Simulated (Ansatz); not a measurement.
# CHNS3: a ladder of functionals and wavefunction methods

One table from this session's results is given with a row withheld; the runs are named, their logs left out.

Method: functionals in def2-TZVPP, the program's frozen cores in correlated methods; program: Ansatz 0.2.0, Gaussian basis.

Plan: LDA (SPW92), PBE-D4, revPBE-D4, BLYP-D4, r2SCAN-D4, B97M-V, PBE0-D4, B3LYP-D4, r2SCANh-D4, r2SCAN0-D4, HSE06-D4, BHLYP-D4, CAM-B3LYP-D4, LC-ωPBE, ωB97X-V, ωB97M-V, B2PLYP, PBE-QIDH; CCSD(T)/def2-SVP; CCSD(T)/def2-TZVPP; MP2/def2-QZVPP; extrapolation to the limit; RPA on PBE.

### The geometry

The geometry comes from an earlier relaxation with PBE0-D4 in a triple-zeta def2 set; it is a stationary point.

SMILES `N=c1sss1`, 6 atoms, charge 0, spin multiplicity 1.

Atoms are counted from 1 here; the program's logs count them from 0.

Bond lengths: N1–C2 1.251 Å, N1–H6 1.016 Å, C2–S3 1.771 Å, C2–S5 1.760 Å, S3–S4 2.090 Å, S4–S5 2.097 Å. Angles: C2–N1–H6 114.9°, N1–C2–S3 132.4°, N1–C2–S5 123.9°, S3–C2–S5 103.7°, C2–S3–S4 86.5°, S3–S4–S5 83.1°, C2–S5–S4 86.6°.

The first run:

File in.yaml:

```yaml
crystal:
  periodic: [false, false, false]
  atoms:
    - {symbol: N, position_ang: [-0.316206, 1.403177, 0.592781]}
    - {symbol: C, position_ang: [-0.047739, 0.310641, 0.046347]}
    - {symbol: S, position_ang: [0.030671, -1.346826, 0.666193]}
    - {symbol: S, position_ang: [0.547018, -1.914560, -1.277606]}
    - {symbol: S, position_ang: [0.361640, 0.138967, -1.657148]}
    - {symbol: H, position_ang: [-0.533284, 1.344603, 1.583233]}
basis:
  gaussian: {orbitals: def2-TZVPP}
hamiltonian: {xc: lda}
output: {orbitals: {seedname: orbitals}}
```

Started as:

```sh
$ ansatz run in.yaml --threads 2 --pin off --events-out ev --progress --plain --max-ram 4352MiB
```

Among the steps run: LDA; PBE-D4 (GGA); revPBE-D4 (GGA); BLYP-D4 (GGA); r2SCAN-D4 (meta-GGA); B97M-V (meta-GGA); PBE0-D4 (hybrid); B3LYP-D4 (hybrid); r2SCANh-D4 (hybrid); r2SCAN0-D4 (hybrid); HSE06-D4 (hybrid); BHLYP-D4 (hybrid); CAM-B3LYP-D4 (range-separated); LC-ωPBE (range-separated); ωB97X-V (range-separated); ωB97M-V (range-separated); B2PLYP (double hybrid); PBE-QIDH (double hybrid).

One of the session's tables, all rows but one given; the rest of the session is left out.

It belongs to the step «Orbital energies across the functionals». 

| functional | HOMO (eV) | LUMO (eV) | gap (eV) |
| --- | --- | --- | --- |
| LDA (SPW92) | -5.42 | -3.75 | 1.68 |
| PBE-D4 | -5.27 | -3.51 | 1.77 |
| revPBE-D4 | -5.22 | -3.42 | 1.81 |
| BLYP-D4 | -5.11 | -3.35 | 1.76 |
| r2SCAN-D4 | -5.49 | -3.42 | 2.08 |
| B97M-V | -5.53 | -3.27 | 2.26 |
| PBE0-D4 | -6.40 | -2.57 | 3.83 |
| B3LYP-D4 | -6.17 | -2.77 | 3.40 |
| r2SCANh-D4 | -5.91 | -3.06 | 2.85 |
| r2SCAN0-D4 | -6.54 | -2.53 | 4.01 |
| HSE06-D4 | -6.01 | -2.95 | 3.05 |
| BHLYP-D4 | -7.38 | -1.50 | 5.89 |
| CAM-B3LYP-D4 | -7.64 | -1.41 | 6.23 |
| LC-ωPBE | ? | ? | ? |
| ωB97X-V | -8.61 | -0.34 | 8.27 |
| ωB97M-V | -8.44 | -0.44 | 8.00 |

**Question.** Estimate the row for LC-ωPBE.

The run gave: HOMO (eV): -8.96; LUMO (eV): -0.22; gap (eV): 8.74. In the column «HOMO (eV)» it is the lowest.
